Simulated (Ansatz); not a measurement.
Born–Oppenheimer molecular dynamics of AlH5N2 (8 atoms, charge 0, multiplicity 1). It starts from a relaxed structure.

Computed with Ansatz 0.2.0, RKS PBE0-D4/def2-SVP.

```json
{"ensemble": "NVT, Nosé–Hoover chain", "time step": "0.5 fs", "steps asked": "250", "set temperature": "200 K", "thermostat": "time constant 100 fs, chain length 3 (defaults)", "seed": "775670"}
```

First frame:

```xyz
8
Properties=species:S:1:pos:R:3
Al 0.058 0.103 0.039
N 0.037 -0.138 1.796
H -0.810 -0.124 2.353
H 0.836 -0.305 2.397
N 1.582 0.041 -0.867
H 2.506 -0.135 -0.489
H 1.647 0.182 -1.868
H -1.300 0.376 -0.730
```

(1) How far do the bonds stretch over the last three quarters of this one trajectory? (Pairs bonded in most of those frames.)

## Answers

(1) 
```
  bond  mean (Å)  spread (Å)  shortest  longest
Al1–N2     1.778       0.015      1.76     1.81
Al1–N5     1.777       0.012      1.76     1.80
Al1–H8     1.587       0.029      1.54     1.63
 N2–H3     1.016       0.019      0.99     1.04
 N2–H4     1.014       0.013      0.99     1.04
 N5–H6     1.015       0.023      0.98     1.05
 N5–H7     1.016       0.021      0.98     1.06
```

Mean temperature of the second half: 129 K. The conserved energy stayed within 0.28 meV per atom of its start (net change 0.1 meV per atom), so the integration is sound. The mean temperature of the second half is 35 % below the set value. A run of 0.12 ps of so small a system gives no equilibrium averages.

Run time: 8.5 min on 1 thread of Arm Neoverse V1, on a shared host, peak memory 0.12 GiB.
